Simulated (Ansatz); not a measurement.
# CH5SSi: the cost of one run

Program: Ansatz 0.2.0. Level of theory: UKS B3LYP/STO-3G. These are calculated values, not measurements.

### Step 1. The starting structure

Bond lengths: C1–Si2 1.880 Å, C1–S3 1.863 Å, Si2–S3 2.383 Å, C1–H4 1.085 Å, C1–H5 1.087 Å, Si2–H6 1.449 Å, Si2–H7 1.451 Å, S3–H8 1.338 Å. Angles (14 of 15 angles, heavy atoms first): C1–Si2–S3 50.1°, Si2–C1–S3 79.1°, C1–S3–Si2 50.8°, C1–Si2–H6 116.8°, C1–Si2–H7 116.6°, S3–Si2–H6 106.0°, S3–Si2–H7 106.0°, Si2–C1–H4 122.5°, Si2–C1–H5 118.6°, S3–C1–H4 112.2°, S3–C1–H5 109.0°, C1–S3–H8 97.6°, Si2–S3–H8 98.7°, H6–Si2–H7 126.6°.

As a file:

```xyz
8

C    -0.6649    0.0746   -0.6351
Si    0.8601    0.7435    0.2369
S    -0.7218   -0.8853    0.9610
H    -0.6031   -0.5753   -1.5013
H    -1.5468    0.7068   -0.6999
H     0.6690    1.8956    1.0946
H     2.1019    0.0254    0.0159
H    -0.0943   -1.9851    0.5279
```

### Step 2. Relaxing the start

Contents of input.yaml:

```yaml
crystal:
  periodic: [false, false, false]
  atoms:
    - { symbol: C, position_ang: [-0.66486, 0.07457, -0.63505] }
    - { symbol: Si, position_ang: [0.86015, 0.74347, 0.23686] }
    - { symbol: S, position_ang: [-0.72183, -0.88533, 0.96098] }
    - { symbol: H, position_ang: [-0.60312, -0.5753, -1.5013] }
    - { symbol: H, position_ang: [-1.54683, 0.70678, -0.69988] }
    - { symbol: H, position_ang: [0.66897, 1.89556, 1.09459] }
    - { symbol: H, position_ang: [2.10185, 0.02539, 0.01587] }
    - { symbol: H, position_ang: [-0.09431, -1.98513, 0.52793] }
total_charge: 1
magnetization:
  spin_polarized: true
basis:
  gaussian: { orbitals: STO-3G }
hamiltonian:
  xc: b3lyp
relax:
  f_tol: 0.02
  max_steps: 40
```

Run with:

```bash
$ ansatz run input.yaml --threads 1 --pin off --max-ram 2048MiB --backend cpu --events-out ev --progress --plain --runs-dir out
```

What time and memory should one allow on 1 thread of Intel Xeon Platinum 8488C (Sapphire Rapids), shared host?

About 10 s, with a peak of 0.15 GiB.
